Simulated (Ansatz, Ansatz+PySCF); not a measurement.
**Stretching doublet N2(+)**

The N–N distance is varied.

Basis set: STO-3G (spherical functions). Left uncorrelated: 2 orbitals. Correlation on ROHF uses semicanonical orbitals with singles. Charge 1, multiplicity 2.

Computed with Ansatz (development build ahead of 0.2.0), each point on the determinant that the search for low states chose. Each curve is measured from its own lowest point listed. The UHF-CCSD curve may step between solutions.

| r(N–N) (Å) | UHF (eV) | ROHF-MP2 (eV) | UHF-CCSD (eV) |
| --- | --- | --- | --- |
| 0.999 | 5.092 | 4.218 | 3.720 |
| 1.110 | 1.894 | 0.000 | 0.000 |
| 1.498 | 0.000 | 2.191 | 0.410 |
| 1.553 | 0.008 | 2.893 | 0.794 |
| 1.664 | 0.126 | 4.590 | 1.454 |
| 1.831 | 0.479 | 6.405 | 2.228 |
| 2.164 | 1.364 | 8.173 | 3.860 |
| 2.386 | 1.849 | 9.001 | 4.290 |
| 2.497 | 2.037 | 9.349 | 4.473 |
| 2.552 | 2.117 | 9.506 | 4.552 |
| 2.663 | 2.251 | 9.791 | 4.682 |
| 2.774 | 2.352 | 10.037 | 4.779 |

Problem. Give the full CI (lowest root of this spin) curve at the same distances.

Solution. (r (Å), E (eV)): (0.999, 3.794), (1.110, 0.000), (1.498, 0.170), (1.553, 0.569), (1.664, 1.307), (1.831, 2.227), (2.164, 3.576), (2.386, 4.184), (2.497, 4.411), (2.552, 4.507), (2.663, 4.670), (2.774, 4.797)

Caution for UHF at some points, ROHF-MP2 at some points, UHF-CCSD at some points: the determinant may break the point group; the charge can sit on one fragment and break the point group. Caution for UHF at some points, UHF-CCSD at some points: the unrestricted determinant is a mixture of spin states. Caution for ROHF-MP2 at some points: MP2 on this radical cation hangs on the determinant chosen; another reference gives a lower total; an unrestricted determinant lies well below. Caution for ROHF-MP2 at some points, UHF-CCSD at some points: large amplitudes, a single reference is doubtful; the program doubts this total; bonds are stretched, where a single reference can fail; a plain start can end on a higher determinant. Caution for UHF-CCSD at some points: very large amplitudes, the method is breaking down; the amplitudes may be one of several solutions.
